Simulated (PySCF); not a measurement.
One molecule, one basis, several functionals.

Boron trihydride, BH3.
InChI=1S/BH3/h1H3

PySCF, def2-SVPD basis, density fitting, gas phase, PBE0-D3(BJ)/def2-SVP geometry; singlet excitations by full TDDFT with frozen cores, triplets by Tamm–Dancoff TDDFT and ionisation energies by ΔSCF, from the lowest of the holes tried. One functional is left out:

| functional | exact exchange (%) | HOMO energy (eV) | LUMO energy (eV) | lowest singlet excitation (eV) | lowest triplet excitation (eV) | mean polarisability (au) | vertical ionisation energy (eV) |
| --- | --- | --- | --- | --- | --- | --- | --- |
| LDA | 0 | -8.43 | -3.39 | 5.32 | 4.65 | 19.0 | 12.93 |
| PBE | 0 | -8.44 | -3.08 | 5.55 | 4.72 | 18.5 | 12.90 |
| B3LYP | 20 | -9.69 | -2.22 | 5.79 | 5.04 | 18.0 | 13.09 |
| BHandHLYP | 50 | -11.29 | -0.84 | 6.06 | 5.25 | 17.4 | 13.07 |

Task: Predict the row of PBE0 (25 % exact exchange) by straight lines through the other rows, and check it.

Result: 
```
                       property   line  computed  computed − line  B3LYP (20 %), for comparison
               HOMO energy (eV)  -9.89     -9.88            +0.01                         -9.69
               LUMO energy (eV)  -2.02     -1.95            +0.07                         -2.22
 lowest singlet excitation (eV)   5.77      5.80            +0.03                          5.79
 lowest triplet excitation (eV)   5.00      4.93            -0.07                          5.04
       mean polarisability (au)   18.0      17.8             -0.2                          18.0
vertical ionisation energy (eV)  13.02     13.01            -0.01                         13.09
```

Task: Which of these properties follows the share of exact exchange most closely, and which least?

Result: Most closely the HOMO energy, least the vertical ionisation energy; the correlations over the tabulated rows are HOMO energy -0.999, LUMO energy 0.994, lowest triplet excitation 0.968, mean polarisability -0.942, lowest singlet excitation 0.941, vertical ionisation energy 0.801. The HOMO energy moves by -0.573 eV for every 10 %. Functionals with the same share still differ in their other parts: at 0 % LDA and PBE differ by 0.01 eV in it.
